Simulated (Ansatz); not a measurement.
**triplet SiNH2Cl at 6 levels**

Wanted: a comparison of 6 runs (U-r2SCAN/STO-3G, U-revPBE/STO-3G, U-wB97X/STO-3G, UB2PLYP/STO-3G, UMP2/STO-3G, UCCSDT/STO-3G) of triplet SiNH2Cl. 

The results are computed with Ansatz 0.2.0.

66 further runs of the same task are left out: 66 set aside as unsound or not needed.

## (1) The system as given

SiNH2Cl: 5 atoms, total charge 0, spin state triplet. SMILES of the parent species: `N[Si]Cl`. The coordinates come from a PBE0-D4/def2-TZVP relaxation. This is one conformer, not always the lowest. That shape belongs to the parent species and isn't relaxed for this state.

Bond lengths: N1–Si2 1.701 Å, Si2–Cl3 2.104 Å, N1–H4 1.009 Å, N1–H5 1.010 Å. Angles: N1–Si2–Cl3 98.2°, Si2–N1–H4 121.0°, Si2–N1–H5 126.0°, H4–N1–H5 113.0°.

## (2) The energy at U-r2SCAN/STO-3G (run 1)

run.yaml

```yaml
crystal:
  periodic: [false, false, false]
  atoms:
    - symbol: "N"
      position_ang: [-0.148200, 0.583400, -0.233900]
    - symbol: Si
      position_ang: [-0.116200, -0.341800, 1.192600]
    - symbol: Cl
      position_ang: [0.649000, -2.124500, 0.377300]
    - symbol: H
      position_ang: [-0.473300, 1.538600, -0.227400]
    - symbol: H
      position_ang: [0.138600, 0.270600, -1.150000]
basis:
  gaussian:
    orbitals: STO-3G
magnetization:
  spin_polarized: true
  initial_magnetization: 2
hamiltonian:
  xc: r2scan
accuracy: high
```

Run with:

```console
$ ansatz run run.yaml --threads 1 --pin off --max-ram 2610MiB --events-out events.jsonl --progress --plain --runs-dir runs
```

What it wrote:

```text
Warning: RAYON_NUM_THREADS=1 ignored (pool sized by the plan → 1); use --threads N
Functional definition: r2SCAN
  name "r2SCAN"
  parameter k0 = 0.174
  parameter k1 = 0.065
  parameter a1 = 4.9479
  exchange = r2scan_x(k0 = k0, k1 = k1, a1 = a1)
  correlation = r2scan_c
457 factors; integrals over basis functions are off by at most 1.2e-8 eV
mean field evaluation 1: about -21669.5293 eV, gradient 1.5e1 eV
mean field evaluation 2: about -21663.3080 eV, gradient 2.9e1 eV
mean field evaluation 4: about -21670.9880 eV, gradient 2.9e0 eV
mean field evaluation 8: about -21671.0432 eV, gradient 2.3e-2 eV
mean field evaluation 16: about -21671.0432 eV, gradient 3.5e-6 eV
mean field -21671.04315525 eV, -796.3961467949 hartree, gradient 8.9e-8 eV, S^2 2.001417; 3 other end points of the search recorded, 0 dependent functions left out
reference -21671.04315604 eV, -796.3961468238 hartree; 21, 19 occupied and 4, 6 virtual orbitals, 457 factors
Total energy: -21671.04315604 eV, -796.3961468238 hartree
```

Wall time 7.5 s (1 thread of Arm Neoverse V1, shared host); peak memory 0.25 GiB.

## (3) The energy at U-revPBE/STO-3G (run 2)

input.yaml

```yaml
basis:
  gaussian: {orbitals: STO-3G}
crystal:
  periodic: [false, false, false]
  atoms:
    - symbol: "N"
      position_ang: [-0.148200, 0.583400, -0.233900]
    - symbol: Si
      position_ang: [-0.116200, -0.341800, 1.192600]
    - symbol: Cl
      position_ang: [0.649000, -2.124500, 0.377300]
    - symbol: H
      position_ang: [-0.473300, 1.538600, -0.227400]
    - symbol: H
      position_ang: [0.138600, 0.270600, -1.150000]
magnetization: {spin_polarized: true, initial_magnetization: 2}
hamiltonian: {xc: {name: revPBE}}
accuracy: high
```

Run with:

```console
$ ansatz run input.yaml --threads 1 --pin off --max-ram 2610MiB --events-out events.jsonl --progress --plain --runs-dir runs
```

What it wrote:

```text
Warning: RAYON_NUM_THREADS=1 ignored (pool sized by the plan → 1); use --threads N
Functional definition: revPBE
  name "revPBE"
  parameter kappa = 1.245
  parameter beta = 0.06672455060314922
  exchange = pbe_x(kappa = kappa, mu = beta*pi^2/3)
  correlation = pbe_c(beta = beta)
457 factors; integrals over basis functions are off by at most 1.2e-8 eV
mean field evaluation 1: about -21666.1780 eV, gradient 1.5e1 eV
mean field evaluation 2: about -21658.7461 eV, gradient 3.3e1 eV
mean field evaluation 4: about -21667.8833 eV, gradient 2.7e0 eV
mean field evaluation 8: about -21667.9352 eV, gradient 2.7e-2 eV
mean field evaluation 16: about -21667.9352 eV, gradient 1.1e-6 eV
mean field evaluation 32: about -21667.9060 eV, gradient 5.2e-1 eV
mean field -21667.93519094 eV, -796.2819312130 hartree, gradient 2.9e-8 eV, S^2 2.001230; 3 other end points of the search recorded, 0 dependent functions left out
reference -21667.93519346 eV, -796.2819313056 hartree; 21, 19 occupied and 4, 6 virtual orbitals, 457 factors
Total energy: -21667.93519346 eV, -796.2819313056 hartree
```

Run time: 3.3 s. Hardware: 1 thread of Arm Neoverse V1, shared host; peak memory 0.14 GiB.

Run 3 isn't shown in full; the table further down has it.

## (4) A single-point energy at UB2PLYP/STO-3G (run 4)

run.yaml, as its differences from that of step 2:

```diff
@@ -16,2 +16,7 @@
     orbitals: STO-3G
+accuracy: high
+hamiltonian:
+  xc: {name: B2PLYP}
+correlation:
+  frozen_orbitals: {Cl: 5, H: 0, "N": 1, Si: 5}
 magnetization:
@@ -19,4 +24 @@
   initial_magnetization: 2
-hamiltonian:
-  xc: r2scan
-accuracy: high
```

Run with:

```console
$ ansatz run run.yaml --threads 1 --pin off --max-ram 2610MiB --events-out events.jsonl --progress --plain --runs-dir runs
```

What it wrote (excerpt; [...] marks lines left out):

```text
Warning: RAYON_NUM_THREADS=1 ignored (pool sized by the plan → 1); use --threads N
Functional definition: B2PLYP
  name "B2PLYP"
[...]
457 factors; integrals over basis functions are off by at most 1.2e-8 eV
[...]
mean field -21661.22379272 eV, -796.0352918776 hartree, gradient 7.9e-8 eV, S^2 2.000937; 2 other end points of the search recorded, 0 dependent functions left out
11 core orbitals not correlated: weight in the atoms' cores, before any rotation towards them, 1.000 or more for the frozen orbitals, at most 0.000 for the correlated occupied ones
reference -21661.22381143 eV, -796.0352925651 hartree; 10, 8 occupied and 4, 6 virtual orbitals, 457 factors
second order -2.28912394 eV of doubles, -0.00000000 eV of singles
Total energy: -21661.84187489 eV, -796.0580059785 hartree
```

Run time: 3.3 s. Hardware: 1 thread of Arm Neoverse V1, shared host; peak memory 0.15 GiB.

Run 5 isn't shown in full; the table further down has it.

## (5) A single-point energy at UCCSDT/STO-3G (run 6)

run.yaml

```yaml
basis:
  gaussian: {orbitals: STO-3G}
crystal:
  periodic: [false, false, false]
  atoms:
    - {symbol: "N", position_ang: [-0.148200, 0.583400, -0.233900]}
    - {symbol: Si, position_ang: [-0.116200, -0.341800, 1.192600]}
    - {symbol: Cl, position_ang: [0.649000, -2.124500, 0.377300]}
    - {symbol: H, position_ang: [-0.473300, 1.538600, -0.227400]}
    - {symbol: H, position_ang: [0.138600, 0.270600, -1.150000]}
scf: {omitted_lower_state_checks: [cluster_reference, increment]}
correlation: {method: ccsdt, frozen_orbitals: {Cl: 5, H: 0, "N": 1, Si: 5}}
magnetization: {spin_polarized: true, initial_magnetization: 2}
accuracy: high
```

Run with:

```console
$ ansatz run run.yaml --threads 1 --pin off --max-ram 2610MiB --events-out events.jsonl --progress --plain --runs-dir runs
```

What it wrote:

```text
Warning: RAYON_NUM_THREADS=1 ignored (pool sized by the plan → 1); use --threads N
[... 12 lines left out ...]
11 core orbitals not correlated: weight in the atoms' cores, before any rotation towards them, 1.000 or more for the frozen orbitals, at most 0.000 for the correlated occupied ones
[... 31 lines left out ...]
Total energy: -21636.03456815 eV, -795.1096049487 hartree
Checks for a lower state left out: cluster_reference, increment
```

Run time: 1.6 s. Hardware: 1 thread of Arm Neoverse V1, shared host.

## (6) All runs side by side

```tsv
run	level	frozen core orbitals	energy (Eh)	⟨S²⟩	wall time
1	U-r2SCAN/STO-3G	–	-796.396147	2.001	7.5 s
2	U-revPBE/STO-3G	–	-796.281931	2.001	3.3 s
3	U-wB97X/STO-3G	–	-796.438254	2.001	15 s
4	UB2PLYP/STO-3G	11	-796.058006	2.001	3.3 s
5	UMP2/STO-3G	11	-795.088242	2.001	0.38 s
6	UCCSDT/STO-3G	11	-795.109605	2.001	1.6 s
```

## (7) Results

| quantity | value |
| --- | --- |
| run 6: total energy | -795.10960 Eh |
| run 6: correlation energy (11 core orbitals frozen) | -83.1 mEh |
| run 6: ⟨S²⟩ of the reference determinant | 2.001 |
| run 6: T1 diagnostic | 0.012 |

In words: Totals of different functionals can't be ranked against each other. In runs 1, 2, 3, 4, 5, 6 the basis is minimal, so the values are rough. All runs together took 31 s, the longest 15 s.
